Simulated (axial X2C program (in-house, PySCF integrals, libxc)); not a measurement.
## MgH: cheaper levels and CCSD(T), 2c

All values were computed with an in-house relativistic program for diatomic molecules. Two-component (2c) means X2C with spin–orbit coupling and atomic mean-field two-electron Coulomb and Gaunt terms. Basis: Mg dyall-cv3z [9s8p6d3f], H dyall-v3z [6s2p1d] (cores contracted in-house); Gaussian nuclei, density fitting, unrestricted open shells. Masses: Mg 23.985 u, H 1.008 u.

State: Ω = 1/2 (⟨Sz⟩ = 0.50, ⟨Lz⟩ = 0.00 at HF); fragments Mg + H.

```csv
level,Re (Å),ωe (cm⁻¹),De (eV)
PBE0,1.739,1468.5,1.42
HF,1.731,1545.1,1.18
MP2,1.726,1557.5,1.38
CCSD,1.738,1492.3,1.39
PW91,1.749,1424.2,1.43
```

Correlated methods: 3 electrons correlated (number of frozen shells: Mg 2 s, 1 p; H none), 175 virtual spin orbitals or spinors in MP2, 46 natural virtuals in coupled cluster.

CCSD(T), same Hamiltonian and basis:

Re = 1.739 Å, ωe = 1489.3 cm⁻¹, De = 1.40 eV; T1 = 0.015 (Lee–Taylor normalisation).

(1) Give the differences from CCSD(T) in the columns below.

The state is a single determinant with fixed occupations, the lowest that a limited PBE0 search found. De is counted from the lowest determinant-based energies of the atoms at the same level, without counterpoise correction. Density functionals use the spin component along the axis (collinear). CCSD and (T) use frozen natural virtuals with an MP2 correction for the truncation; (T) itself is uncorrected, so its De runs slightly low.

Answers

(1) 

```
level  ΔRe (Å)  Δωe (cm⁻¹)  ΔDe (eV)
 PBE0    0.000         -21      0.02
   HF   -0.008          56     -0.22
  MP2   -0.013          68     -0.02
 CCSD   -0.001           3     -0.01
 PW91    0.010         -65      0.03
```
